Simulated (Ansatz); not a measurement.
A made-up structure of AlSi2H5, singlet:

```xyz
8
angstrom
Al -1.5066 0.8388 -0.5388
Si 0.7918 0.9702 0.3364
Si 1.0529 -1.2007 0.3975
H -2.5607 -0.4768 -0.7814
H -1.9866 2.1608 -0.8638
H 1.8878 1.9187 0.5753
H 2.2447 -1.7302 0.7115
H 0.0767 -2.4808 0.1633
```

It is relaxed with PBE-D4/def2-SVP and then PBE0-D4/def2-TZVP (Ansatz 0.2.0). Atoms count as bonded within 1.22 times the sum of their covalent radii (H–H: 0.88 Å). The end point is not checked to be a true minimum.

**Question.** Does its bonding change? (Judge from chemistry; the calculation decides.)

**Answer.** The calculation gives: No: no bond forms or breaks.

Where it ends: The first stage lowers the energy by 1.14 eV in 5 steps. It ends as AlSi₂H₅ ([AlH2][SiH][SiH2]):
Al1  (-1.595, 1.011, -0.572)
Si2  (0.596, 0.740, 0.326)
Si3  (1.198, -1.325, 0.423)
H4  (-2.436, -0.325, -0.712)
H5  (-2.181, 2.424, -0.989)
H6  (1.684, 1.733, 0.522)
H7  (2.532, -1.859, 0.792)
H8  (0.201, -2.399, 0.210)
(Å)

Labels in which every atom is bracketed show which atoms are joined, not bond orders.

For scale, one of the runs: PBE0-D4/def2-TZVP relaxation, 141 basis functions, launched by `ansatz run in.yaml --threads 2 --pin off --events-out ev --progress --plain --max-ram 4352MiB`. The run took about 16 s on 2 CPU threads of an Arm Neoverse V2 (shared host).
